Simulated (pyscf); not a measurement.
# Addition across a multiple bond or ene-type step: `[CH3][Ga]([OH])[OH]` + `[CH2]=[CH2]` → `[CH3][CH2][CH2][Ga]([OH])[OH]`

Gas phase, singlet surface, charge 0. Bonds broken: C1–H5. Bonds formed: C1–C10, H5–C11. Single points on ωB97X-D3(BJ)/def2-SVP structures (PySCF, gas phase).

Transition state (Å):

```xyz
15

C      0.3455     0.3989     0.4002
Ga     0.9465    -1.1896     1.3369
O      0.1000    -2.7626     1.3310
O      2.4580    -1.3192     2.2803
H      0.2863     1.3644    -1.0318
H     -0.6646     0.4078     0.0087
H      0.8864     1.3233     0.5627
H     -0.7200    -2.7740     0.8277
H      2.9731    -0.5077     2.3236
C     -0.8657     2.6246     0.1328
C     -0.3065     2.4496    -1.1601
H     -1.8917     2.3227     0.3597
H     -0.3629     3.2208     0.8990
H      0.4984     3.1426    -1.4412
H     -1.0160     2.2523    -1.9755
```

One imaginary mode, 1071i cm⁻¹; descent along it reached the two sides named.

```csv
bond,change,reactant side (Å),saddle,product side
C1–H5,breaks,1.101,1.728,2.6
C1–C10,forms,4.0,2.548,1.536
H5–C11,forms,3.1,1.243,1.102
```

Electronic energies relative to the separated reactants (kJ/mol):

```csv
level,barrier,reaction energy,reverse barrier
ωB97X-D3(BJ)/def2-TZVP,362.5,-110.8,473.3
PBE/def2-TZVP,295.2,-93.2,388.5
r²SCAN/def2-TZVP,311.2,-100.8,412.0
B3LYP-D3(BJ)/def2-TZVP,327.4,-90.8,418.2
PBE0-D3(BJ)/def2-TZVP,322.6,-113.9,436.5
M06-2X/def2-TZVP,353.8,-100.5,454.3
ωB97M-D3(BJ)/def2-TZVP,353.7,-97.2,450.9
HF/def2-TZVP,461.7,-65.4,527.1
```

With ωB97M-D3(BJ)/def2-TZVP energies and thermal terms (ideal gas, 1 atm, RRHO with modes under 100 cm⁻¹ raised to 100, one conformer, R ln 2 for chiral ones without a mode under 150 cm⁻¹), in kJ/mol:

```
T (K)    ΔH‡    ΔG‡     ΔH      ΔG
-----  -----  -----  -----  ------
298    348.1  395.9  -83.1   -33.1
600    350.6  443.5  -82.6   +17.5
900    354.1  489.2  -79.8   +67.1
1200   357.7  533.6  -75.9  +115.4
```

From the product side, •H₂C–CH₃ + •H₂C–Ga(OH)–OH lies, by one bond made or cut, 71.7 kJ/mol under this saddle at ωB97M-D3(BJ)/def2-TZVP. This is the saddle that the search found; another between the same sides may lie lower. One closed-shell reference is unstable to symmetry breaking; treat the single-reference values with care. Elements up to Kr have no core potential and no relativistic terms here.
